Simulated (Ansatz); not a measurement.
System: litharge SnO. Method: PBE+SOC (Ansatz, an electronic-structure program, PAW).

Settings: plane-wave cutoff 520 eV, 10×10×8 k mesh (along the axes of the cell as run), Fermi–Dirac smearing 0.01 eV, PAW data made under PBE.

Cell (measured lattice):

SnO is taken in the tetragonal space group P4/nmm, origin choice 1 (No. 129), Pearson symbol tP4. Cell: a = 3.801 Å, b = 3.801 Å, c = 4.835 Å, α = 90.00°, β = 90.00°, γ = 90.00°. Sn on 2c is surrounded by 4 O at 2.219 Å. O on 2a sees 4 Sn at 2.219 Å (tetrahedral). (Neighbours: up to the widest gap in distance over summed covalent radii, below 1.35, at either atom; cation-cation and far metal-metal contacts left out.)

Task: Estimate the band gap, smallest direct gap on the k points sampled and direct gap at Γ that the calculation returns.

Result: 
- band gap: 0.05 eV (indirect)
- smallest direct gap on the k points sampled: 1.99 eV
- direct gap at Γ: 2.09 eV

Note: cell and atoms aren't relaxed at this level (largest force component 0.50 eV/Å, pressure 4.7 GPa).

Static lattice: no zero-point or thermal effects.

Cost on a shared machine: very roughly 2.0 core-minutes.
